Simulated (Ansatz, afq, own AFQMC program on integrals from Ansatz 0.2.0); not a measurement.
## CH4O, triplet: AFQMC among the cluster methods

```yaml
atoms:
  - { symbol: C, position_ang: [-1.1695, 0.0000, 0.0000] }
  - { symbol: H, position_ang: [-1.5327, 1.0273, 0.0000] }
  - { symbol: H, position_ang: [-1.5327, -0.5137, 0.8897] }
  - { symbol: H, position_ang: [-1.5327, -0.5137, -0.8897] }
  - { symbol: H, position_ang: [0.0645, 0.0000, 0.0000] }
  - { symbol: O, position_ang: [1.1635, 0.0000, 0.0000] }
```

Connectivity, by distances: CH3 ··· O, 1 bridging H.

Basis cc-pVTZ. Noble-gas cores (and the filled d shells of Ga–Kr and In–Xe) are frozen. Ansatz 0.2.0 and our own AFQMC program on the same integrals; the CISD trial comes from CCSD amplitudes, and released means the phaseless constraint is let go. Uncertainties: one standard error, sampling alone.

Determinant: UHF, the one that the program's search chose, which needn't be the lowest solution. The geometry is a point of a scan.

No full CI on the walks' own integrals is used here. The released AFQMC energy serves as the reference, which it does only where one determinant dominates, the energy is flat over the last release times and near the phaseless one (40 meV or 2 meV an electron, half that with transition metals). On small molecules, where full CI could be run and the noise was under 10 meV, such values lay within 10 meV of it in 19 cases of 20, a flattering rate, since the rule was set on those same cases; what remains of the bias isn't in the error bar.

Cautions: lower spins were not checked; the released value is read at 2.40 1/Eh (meV from the phaseless value at times in 1/Eh: -6 ± 8 at 0.24, -11 ± 5 at 0.51, -18 ± 6 at 0.99, -21 ± 11 at 1.62, -16 ± 9 at 2.40).

* T1 diagnostic: 0.0133
* weight of the determinant in the CISD state: 0.884
* ⟨S²⟩ of the determinant: 2.038
* size of the correlated space: 14 electrons in 114 orbitals

Reference: AFQMC with the constraint released, correlation energy -11.445 ± 0.009 eV.

```csv
level,E − E(reference) (kcal/mol),share of correlation (%)
HF,263.92 ± 0.21,0.00
MP2,30.12 ± 0.21,88.59
CCSD,8.58 ± 0.21,96.75
CCSD(T),0.78 ± 0.21,99.70
ph-AFQMC/HF,1.24 ± 0.71,99.53
ph-AFQMC/CISD,0.37 ± 0.26,99.86
```

A walk keeps the symmetry of its determinant, which the program's search chose and which needn't be the lowest solution, so a lower state of the same spin and another symmetry isn't excluded. Released energies are given only where the last usable release times agree within the noise; a slower fall can still hide under it.
